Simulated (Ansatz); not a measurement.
Process, species as SMILES: FCF → C atom + 2 F atom + 2 H atom
B3LYP-D3(BJ)/def2-TZVP geometries, fixed; electronic energies without zero-point terms.

Basis-set convergence of the atomisation energy at r2SCAN with Ansatz (an electronic-structure program). Cartesian d functions, on some or all atoms, in 6-31G*, 6-31G**; all else is spherical. The program fits the integrals of some runs and decomposes those of others, by size. Open shells are unrestricted. No added dispersion term, no relativity. Functions are those of the species that has most. Reference: the value in aug-pcseg-3, 438.80 kcal/mol, itself unsure by roughly 0.46 kcal/mol (its mean distance from aug-cc-pVQZ, cc-pV5Z, def2-QZVPPD).

| basis | functions | atomisation energy (kcal/mol) |
|---|---|---|
| STO-3G | 17 | [?] |
| 3-21G | 31 | 420.37 |
| pcseg-0 | 31 | [?] |
| 6-31G* | 49 | [?] |
| cc-pVDZ | 52 | 430.91 |
| 6-31G** | 55 | 440.13 |
| 6-311G** | 66 | 433.83 |
| 6-311+G** | 78 | 433.07 |
| aug-cc-pVDZ | 87 | 432.51 |
| aug-pcseg-1 | 87 | 438.34 |
| cc-pVTZ | 118 | 438.26 |
| 6-311++G(3df,3pd) | 153 | [?] |
| pcseg-3 | 246 | 438.78 |

Complete the blanks.


- STO-3G, atomisation energy (kcal/mol): 469.95
- pcseg-0, atomisation energy (kcal/mol): 406.73
- 6-31G*, atomisation energy (kcal/mol): 437.97
- 6-311++G(3df,3pd), atomisation energy (kcal/mol): 440.00
